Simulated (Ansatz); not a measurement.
Diamond-structure Si, treated with BLYP in Ansatz (plane waves, PAW).

Run with plane-wave cutoff 520 eV, 12×12×12 k mesh, perturbation theory, scalar-relativistic PAW data made under PBE.

Computed at the level's own relaxed cell.

```cif
data_Si8
_chemical_formula_sum 'Si8'
_space_group_name_H-M_alt 'Fd-3m :1'
_space_group_IT_number 227
_space_group_name_Hall 'F 4d 2 3 -1d'
_cell_length_a 5.53261
_cell_length_b 5.53261
_cell_length_c 5.53261
_cell_angle_alpha 90.000
_cell_angle_beta 90.000
_cell_angle_gamma 90.000
loop_
_atom_site_label
_atom_site_type_symbol
_atom_site_symmetry_multiplicity
_atom_site_Wyckoff_symbol
_atom_site_fract_x
_atom_site_fract_y
_atom_site_fract_z
_atom_site_occupancy
Si1 Si 8 a 0.00000 0.00000 0.00000 1
```
(The calculation used a cell of 2 atoms; values per cell refer to that cell.)

Harmonic phonon frequencies (cm⁻¹; i marks an imaginary mode):

```csv
q point,frequencies
Γ,0 0 0 489 489 489
X,167 167 391 391 420 420
L,…
W,…
```

### Question
Some entries are withheld; supply them.

### Answer

- L, frequencies: 124 124 374 378 457 457
- W, frequencies: 213 213 333 333 429 429

Measured, for comparison: zone-centre TO phonon frequency 525 cm⁻¹ (low temperature, zero-point motion not removed; as tabulated in Tanner et al. (2021), arXiv:2110.11888). Computed (rounded) less measured: zone-centre TO phonon frequency -7 %.

No imaginary mode appears at these points.

Ansatz is a program for electronic structure.
